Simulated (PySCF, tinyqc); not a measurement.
Harmonic frequencies on the RHF/sto-3g surface (energies and gradients from PySCF), for CH2, spin multiplicity 1, step by step. The lowest restricted solution is unstable here: a spin-polarised one lies 0.0253 hartree lower (PySCF). One step of it, computed by the program tinyqc.

Task: Normal modes. Diagonalise H_ij / sqrt(m_i m_j); the 6 smallest eigenvalues belong to translations and rotations; wavenumber = sqrt(eigenvalue / 1822.888) x 219474.63; each mode has its largest component positive (the first on a tie); zero-point energy = sum of wavenumbers / 2, with 349.755 1/cm per kcal/mol.

Hessian (symmetrised) (hartree/bohr^2), order 1Cx, 1Cy, 1Cz, 2Hx, 2Hy, 2Hz, 3Hx, 3Hy, 3Hz:
```
[[0.00405866, -0.00194127, 0.04071379, -0.00183641, -0.01280265, -0.01888630, -0.00222129, 0.01474392, -0.02182752],
 [-0.00194127, 0.51002092, -0.00194240, -0.01999475, -0.26271243, -0.21009264, 0.02193601, -0.24730895, 0.21203497],
 [0.04071379, -0.00194240, 0.40925976, -0.01913431, -0.13778242, -0.19711932, -0.02157983, 0.13972485, -0.21214270],
 [-0.00183641, -0.01999475, -0.01913431, 0.00169171, 0.01618816, 0.01753941, 0.00014423, 0.00380658, 0.00159492],
 [-0.01280265, -0.26271243, -0.13778242, 0.01618816, 0.29471872, 0.17292383, -0.00338557, -0.03200608, -0.03514178],
 [-0.01888630, -0.21009264, -0.19711932, 0.01753941, 0.17292383, 0.18229813, 0.00134707, 0.03716872, 0.01482231],
 [-0.00222129, 0.02193601, -0.02157983, 0.00014423, -0.00338557, 0.00134707, 0.00207659, -0.01855043, 0.02023278],
 [0.01474392, -0.24730895, 0.13972485, 0.00380658, -0.03200608, 0.03716872, -0.01855043, 0.27931527, -0.17689313],
 [-0.02182752, 0.21203497, -0.21214270, 0.00159492, -0.03514178, 0.01482231, 0.02023278, -0.17689313, 0.19732154]]
```

masses (u): [12.000000, 1.007825, 1.007825]

Give: eigenvalues of the mass-weighted Hessian; harmonic wavenumbers of the vibrations; mass-weighted modes; zero-point energy.

Result:

eigenvalues of the mass-weighted Hessian (hartree/(bohr^2 u)): [0.0000, 0.0000, 0.0000, 0.0000, 0.0000, 0.0000, 0.1234, 0.4326, 0.4709]

harmonic wavenumbers of the vibrations (1/cm): [1806.1, 3381.2, 3527.4]

mass-weighted modes, order 1Cx, 1Cy, 1Cz, 2Hx, 2Hy, 2Hz, 3Hx, 3Hy, 3Hz:
```
[[-0.0296, -0.0230, 0.0017],
 [-0.0066, -0.0051, -0.3004],
 [-0.2982, -0.2311, 0.0065],
 [0.0536, 0.0365, 0.0398],
 [-0.4217, 0.5676, 0.5276],
 [0.5238, 0.3868, 0.4181],
 [0.0487, 0.0427, -0.0455],
 [0.4444, -0.5499, 0.5089],
 [0.5052, 0.4107, -0.4404]]
```

zero-point energy = 12.4582 kcal/mol
